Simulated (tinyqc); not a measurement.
Worked calculation: CISD on RHF in the sto-6g basis, frozen core, for LiH, spin multiplicity 1. One step of it, computed by the program tinyqc.

Question. CISD: determinants and Hamiltonian. Slater-Condon rules over spin orbitals, with the nuclear repulsion and the energy of the frozen orbital added and E(HF) subtracted on the diagonal. Only determinants linked to the reference directly or through others are kept (one block of an abelian symmetry group), so some states are absent.

one-electron integrals dressed by the frozen orbital, h + 2 (pq|11) - (p1|1q) (hartree), lower triangle:
```
           2          3          4          5          6
2  -0.764132
3   0.048321  -0.350479
4   0.000000   0.000000  -0.347407
5   0.000000   0.000000   0.000000  -0.347407
6  -0.124746   0.066686   0.000000   0.000000  -0.253646
```

energy of the frozen orbital, 2 h_11 + (11|11) = -7.85221051 hartree

Two-electron integrals over orbitals (pq|rs), unique and non-zero (hartree); the lowest 1 orbital is frozen and left out:
```
(22|22) 0.484902    (32|22) -0.048321   (32|32) 0.012973    (33|22) 0.220572
(33|32) 0.008225    (33|33) 0.338471    (42|42) 0.022591    (43|42) 0.019113
(43|43) 0.041433    (44|22) 0.266266    (44|32) 0.006576    (44|33) 0.282341
(44|44) 0.313125    (52|52) 0.022591    (53|52) 0.019113    (53|53) 0.041433
(54|54) 0.016875    (55|22) 0.266266    (55|32) 0.006576    (55|33) 0.282341
(55|44) 0.279374    (55|55) 0.313125    (62|22) 0.124746    (62|32) -0.034470
(62|33) -0.015386   (62|44) -0.020269   (62|55) -0.020269   (62|62) 0.126138
(63|22) -0.050578   (63|32) 0.009185    (63|33) 0.035561    (63|44) 0.002353
(63|55) 0.002353    (63|62) -0.031230   (63|63) 0.025506    (64|42) -0.019550
(64|43) -0.013863   (64|64) 0.020128    (65|52) -0.019550   (65|53) -0.013863
(65|65) 0.020128    (66|22) 0.452949    (66|32) -0.042448   (66|33) 0.240610
(66|44) 0.267838    (66|55) 0.267838    (66|62) 0.129702    (66|63) -0.043111
(66|66) 0.452512
```

nuclear repulsion = 0.94721458 hartree

Hartree-Fock energy = -7.94835911 hartree

Give: determinants; H - E(HF) between determinants.

Answer.

Occupation strings over the orbitals (2 doubly, a alpha, b beta, 0 empty; spin orbitals ordered 1a 1b 2a 2b ...): 220000 2ab000 2a000b 2ba000 2b000a 202000 20a00b 200200 200020 20b00a 200002

H - E(HF) between determinants (hartree), lower triangle:
```
         220000   2ab000   2a000b   2ba000   2b000a   202000   20a00b  200200
220000   0.0000
2ab000   0.0000   0.1493
2a000b   0.0000   0.0161   0.4785
2ba000   0.0000  -0.0130   0.0345   0.1493
2b000a   0.0000   0.0345  -0.1261   0.0161   0.4785
202000   0.0130   0.0565   0.0092  -0.0565  -0.0092   0.6809
20a00b  -0.0345   0.0092   0.0059   0.1401   0.0312   0.1022   0.6798
200200   0.0226   0.0191  -0.0196  -0.0191   0.0196   0.0414  -0.0139  0.6617
200020   0.0226   0.0191  -0.0196  -0.0191   0.0196   0.0414  -0.0139  0.0169
20b00a   0.0345   0.1401   0.0312   0.0092   0.0059  -0.1022  -0.0255  0.0139
200002   0.1261  -0.0312   0.0050   0.0312  -0.0050   0.0255   0.0236  0.0201

        200020   20b00a  200002
200020  0.6617
20b00a  0.0139   0.6798
200002  0.0201  -0.0236  0.9886
```
